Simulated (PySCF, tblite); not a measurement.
C4H6N2.
SMILES with atom numbers: `[CH2:1]=[N:2][CH2:3][CH2:4][C:5]#[N:6]` (hydrogens: H7, H8 on C1; H9, H10 on C3; H11, H12 on C4)

Computed with GFN2-xTB (tblite), gas phase: nudged elastic band of 9 images (0 to 8), spring 0.2 eV/Å², climbing image at the end, force threshold 0.05 eV/Å. No saddle search or frequency run followed, so the top image need not be a first-order saddle, and its height can exceed the method's true barrier by a kcal/mol or more.

Path: rotation about C3–C4 (sp3 carbon bound to nitrogen, sp3 carbon next to a nitrile), followed by the dihedral N2–C3–C4–C5.

Image 0 (start, dihedral -73°):
```
atom  x, y, z in Å
C1     -1.876   -0.709    0.164
N2     -1.144    0.061   -0.495
C3     -0.121    0.825    0.154
C4      1.240    0.466   -0.468
C5      1.651   -0.849   -0.050
N6      1.959   -1.890    0.308
H7     -1.808   -0.849    1.248
H8     -2.630   -1.273   -0.363
H9     -0.092    0.671    1.246
H10    -0.327    1.880   -0.054
H11     1.999    1.189   -0.159
H12     1.150    0.477   -1.557
```

Image 8 (end, +0.063 eV, dihedral 66°):
```
atom  x, y, z in Å
C1     -1.901   -0.577    0.805
N2     -0.965   -0.583   -0.022
C3     -0.202    0.602   -0.269
C4      1.289    0.308   -0.032
C5      1.798   -0.638   -0.993
N6      2.212   -1.373   -1.763
H7     -2.211    0.302    1.384
H8     -2.450   -1.492    0.964
H9     -0.513    1.451    0.365
H10    -0.350    0.871   -1.320
H11     1.429   -0.105    0.971
H12     1.865    1.234   -0.117
```

Problem. What do the inner images look like?

Solution. 
Image 1: +0.018 eV, dihedral -56°
```
atom  x, y, z in Å
C1     -1.812   -0.754    0.228
N2     -1.108   -0.020   -0.498
C3     -0.143    0.863    0.089
C4      1.264    0.495   -0.417
C5      1.544   -0.890   -0.138
N6      1.744   -1.990    0.101
H7     -1.765   -0.772    1.324
H8     -2.522   -1.416   -0.244
H9     -0.160    0.838    1.193
H10    -0.380    1.876   -0.250
H11     2.012    1.115    0.083
H12     1.327    0.655   -1.496
```

Image 2: +0.075 eV, dihedral -39°
```
atom  x, y, z in Å
C1     -1.775   -0.778    0.303
N2     -1.063   -0.116   -0.483
C3     -0.164    0.878    0.026
C4      1.286    0.509   -0.353
C5      1.484   -0.915   -0.250
N6      1.624   -2.046   -0.163
H7     -1.786   -0.644    1.393
H8     -2.430   -1.532   -0.105
H9     -0.246    0.997    1.121
H10    -0.423    1.826   -0.455
H11     1.987    1.010    0.320
H12     1.506    0.811   -1.379
```

Image 3: +0.142 eV, dihedral -21°
```
atom  x, y, z in Å
C1     -1.758   -0.784    0.385
N2     -1.023   -0.210   -0.446
C3     -0.180    0.877   -0.037
C4      1.302    0.509   -0.286
C5      1.460   -0.923   -0.379
N6      1.585   -2.056   -0.443
H7     -1.834   -0.506    1.444
H8     -2.368   -1.609    0.048
H9     -0.331    1.145    1.023
H10    -0.446    1.737   -0.658
H11     1.926    0.869    0.537
H12     1.669    0.951   -1.214
```

Image 4 (top): +0.179 eV, dihedral -3°
```
atom  x, y, z in Å
C1     -1.759   -0.774    0.471
N2     -0.989   -0.298   -0.389
C3     -0.192    0.859   -0.098
C4      1.310    0.496   -0.219
C5      1.470   -0.908   -0.517
N6      1.615   -2.021   -0.731
H7     -1.898   -0.359    1.479
H8     -2.335   -1.650    0.214
H9     -0.403    1.276    0.902
H10    -0.446    1.609   -0.852
H11     1.831    0.699    0.720
H12     1.796    1.072   -1.009
```

Image 5: +0.167 eV, dihedral 14°
```
atom  x, y, z in Å
C1     -1.775   -0.747    0.559
N2     -0.965   -0.377   -0.316
C3     -0.197    0.821   -0.153
C4      1.310    0.470   -0.156
C5      1.515   -0.871   -0.652
N6      1.700   -1.938   -1.015
H7     -1.970   -0.206    1.495
H8     -2.330   -1.657    0.388
H9     -0.456    1.375    0.766
H10    -0.422    1.450   -1.019
H11     1.717    0.514    0.858
H12     1.874    1.166   -0.781
```

Image 6: +0.123 eV, dihedral 32°
```
atom  x, y, z in Å
C1     -1.804   -0.705    0.646
N2     -0.954   -0.452   -0.232
C3     -0.198    0.765   -0.203
C4      1.304    0.431   -0.099
C5      1.590   -0.812   -0.777
N6      1.829   -1.802   -1.294
H7     -2.042   -0.043    1.489
H8     -2.350   -1.633    0.574
H9     -0.491    1.438    0.621
H10    -0.384    1.267   -1.158
H11     1.597    0.317    0.949
H12     1.905    1.228   -0.543
```

Image 7: +0.080 eV, dihedral 49°
```
atom  x, y, z in Å
C1     -1.841   -0.648    0.730
N2     -0.958   -0.518   -0.144
C3     -0.200    0.691   -0.249
C4      1.293    0.376   -0.051
C5      1.684   -0.733   -0.887
N6      1.996   -1.609   -1.549
H7     -2.105    0.123    1.465
H8     -2.390   -1.577    0.767
H9     -0.514    1.465    0.475
H10    -0.347    1.070   -1.265
H11     1.487    0.110    0.992
H12     1.897    1.250   -0.310
```

The largest changes of bonds and angles from start to top: C3–C4 1.538 → 1.549 Å, C4–C5 1.440 → 1.444 Å, C1–H7 1.096 → 1.098 Å, N2–C3 1.432 → 1.434 Å, C3–C4–H12 109.1 → 111.4°, H11–C4–H12 109.4 → 108.1°, C5–C4–H11 108.9 → 107.8°. GFN2-xTB torsional profiles can miss by a kcal/mol or more and can put conformers in the wrong order.

Problem. What do single points at PBE0/pcSseg-1 (PySCF, no dispersion term) give on some images?

Solution. 
```tsv
image	GFN2-xTB E (eV)	DFT E (eV)	HOMO (eV)	LUMO (eV)	dipole (D)
0	0.000	0.000	-7.67	-0.58	3.52
2	0.075	0.106	-7.60	-0.54	4.08
4	0.179	0.280	-7.53	-0.53	4.75
6	0.123	0.175	-7.57	-0.61	5.23
8	0.063	0.061	-7.68	-0.66	5.42
```

Energies count from image 0 at each level. At the GFN2-xTB top the DFT energy is 6.5 kcal/mol against 4.1; the geometries weren't optimised at the DFT level.

The cost below is that of the whole band run. On one thread of an Arm Neoverse V2 (shared host), this took 1.7 s wall.
